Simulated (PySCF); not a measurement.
All values below come from PySCF 2.14.0 with PBE-D3(BJ)/def2-TZVP // B3LYP-D3(BJ)/def2-TZVP. All species are isolated molecules in the gas phase. One relaxed conformer stands for a flexible species; it need not be the lowest. Excitations are Tamm–Dancoff values on a coarser integration grid. The basis has no diffuse functions, so Rydberg states are missing or too high.

Reference species (SMILES): `[SH][Al]([Cl])[SH]` (H–S–Al–Cl torsion 0°, Cl–Al–S–H torsion 0°) (neutral, multiplicity 1).

* **LUMO**: -1.70 eV
* **S1–T1 gap (TDA)**: 0.22 eV
* **HOMO**: -6.66 eV

After one change: the LUMO falls by 0.47 eV; the S1–T1 gap (TDA) stays essentially unchanged; the HOMO falls by 1.30 eV.

Problem. Name the change that produced these shifts. The new species is one of these.
A) `[SH][Al]([Cl])[Cl]` (H–S–Al–Cl torsion 180°)
B) `[Cl][Al]([Cl])[Cl]`
C) `[SH][Al]([SH])[SH]`

Solution. B, `[Cl][Al]([Cl])[Cl]`
